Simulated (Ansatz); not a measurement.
in.yaml

```yaml
crystal:
  periodic: [false, false, false]
  atoms:
    - {symbol: Ge, position_ang: [-0.042193, 0.000000, 0.662306]}
    - {symbol: Al, position_ang: [0.019956, 0.000001, -1.825711]}
    - {symbol: H, position_ang: [0.749707, -1.065978, -0.343663]}
    - {symbol: H, position_ang: [0.749700, 1.065983, -0.343662]}
    - {symbol: H, position_ang: [1.007150, 0.000002, 1.828832]}
basis:
  gaussian: {orbitals: cc-pVTZ}
magnetization: {spin_polarized: false}
correlation: {method: ccsd_t, electrons: outside_noble_gas}
output: {forces: true}
```

```sh
$ ansatz run in.yaml --threads 1 --pin off --events-out ev --progress --plain --max-ram 2816MiB --backend cpu
```

Output:

```
731 factors; integrals over basis functions are off by at most 1.2e-3 eV
mean field evaluation 1: about -63102.8113 eV, gradient 1.0e1 eV
mean field evaluation 2: about -63102.9085 eV, gradient 1.0e1 eV
mean field evaluation 4: about -63103.6572 eV, gradient 1.4e0 eV
mean field evaluation 8: about -63103.6708 eV, gradient 3.3e-4 eV
mean field evaluation 16: about -63103.5572 eV, gradient 1.4e0 eV
mean field -63103.67078234 eV, -2319.0171280466 hartree, gradient 2.6e-6 eV, S^2 0.000000; 0 other end points of the search recorded, 0 dependent functions left out
19 core orbitals not correlated: weight in the atoms' cores, before any rotation towards them, 1.000 or more for the frozen orbitals, at most 0.000 for the correlated occupied ones
reference -63103.67078234 eV, -2319.0171280466 hartree; 5, 5 occupied and 95, 95 virtual orbitals, 731 factors
second order -5.29527857 eV of doubles, -0.00000000 eV of singles
cycle   1  -5.94837080 eV  change   -6.5e-1 eV  update   8.3e-2
cycle   2  -6.23049854 eV  change   -2.8e-1 eV  update   3.1e-2
cycle   3  -6.26263162 eV  change   -3.2e-2 eV  update   1.1e-2
cycle   4  -6.26037830 eV  change    2.3e-3 eV  update   3.8e-3
cycle   5  -6.25926604 eV  change    1.1e-3 eV  update   1.4e-3
cycle   6  -6.25910850 eV  change    1.6e-4 eV  update   6.0e-4
cycle   7  -6.25923485 eV  change   -1.3e-4 eV  update   2.2e-4
cycle   8  -6.25927682 eV  change   -4.2e-5 eV  update   7.1e-5
cycle   9  -6.25925789 eV  change    1.9e-5 eV  update   2.5e-5
cycle  10  -6.25925087 eV  change    7.0e-6 eV  update   8.3e-6
cycle  11  -6.25925254 eV  change   -1.7e-6 eV  update   2.7e-6
perturbative correction -0.27172524 eV, -0.0099857185 hartree
the calculation of the forces begins
Total energy: -63110.20176012 eV, -2319.2571370531 hartree
Atom 0 at    -0.042193     0.000000     0.662306 Å, force    -0.080393    -0.000000     0.284589 eV/Å
Atom 1 at     0.019956     0.000001    -1.825711 Å, force     0.038433     0.000000    -0.216306 eV/Å
Atom 2 at     0.749707    -1.065978    -0.343663 Å, force     0.001259    -0.045956    -0.063997 eV/Å
Atom 3 at     0.749700     1.065983    -0.343662 Å, force     0.001259     0.045956    -0.063997 eV/Å
Atom 4 at     1.007150     0.000002     1.828832 Å, force     0.039441     0.000000     0.059711 eV/Å
Dipole moment:     0.055745     0.000000    -0.054466 e Å
```

Forces (eV/Å):
```
Ge  -0.080  0.000  0.285
Al   0.038  0.000 -0.216
H    0.001 -0.046 -0.064
H    0.001  0.046 -0.064
H    0.039  0.000  0.060
```

For the same geometry and basis RCCSDT(Q) lies 53.4 meV lower.

Ran on 1 thread of AMD EPYC 7R13, shared host: 14 s wall, 0.62 GiB peak host memory.
